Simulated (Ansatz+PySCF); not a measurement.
A calculation with PySCF 2.14.0.

```python
from pyscf import gto, scf, mp

# the (T+d) and (D+d) sets load through basis_set_exchange
mol = gto.M(atom="""
Si 0.000000 0.000000 -0.789780
H 0.000000 0.000000 0.789780
""", basis={'H': 'cc-pvtz', 'Si': 'cc-pv(t+d)z'}, charge=0, spin=1)
mf = scf.UHF(mol)
mf.kernel()
pt = mp.MP2(mf, frozen=5).run()
print(mf.e_tot, pt.e_corr, pt.e_tot)
```

The script is written out from the run's settings.

The run gave:

```yaml
Converged: yes
Reference_energy: -289.43864 hartree
Correlation_energy: -0.08061 hartree
Total_energy: -289.51926 hartree
Spin_squared_of_the_determinant: 0.773
```
